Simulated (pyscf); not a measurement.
Thermochemistry of product channels of `[OH][In]([Cl])[Cl]` + `[H]` [doublet] on the doublet surface, in kcal/mol, from ωB97M-D3(BJ)/def2-TZVP energies (ideal gas, 1 atm, RRHO with modes under 100 cm⁻¹ raised to 100, one conformer, R ln 2 for chiral ones without a mode under 150 cm⁻¹). Optimised with ωB97X-D3(BJ)/def2-SVP in PySCF.

```json
[
 {"products": "`[O][In]([Cl])[Cl]` [doublet] + `[H][H]`", "ΔE": "+13.5", "ΔH(298 K)": "+12.9", "ΔG(298 K)": "+12.2", "ΔG(900 K)": "+11.2"},
 {"products": "`[OH][In][Cl]` [doublet] + `[ClH]`", "ΔE": "-18.8", "ΔH(298 K)": "-16.0", "ΔG(298 K)": "-18.7", "ΔG(900 K)": "-22.7"}
]
```

These are energies of the channels, which say nothing of barriers. Elements past Kr carry the def2 core potentials, without spin-orbit coupling.
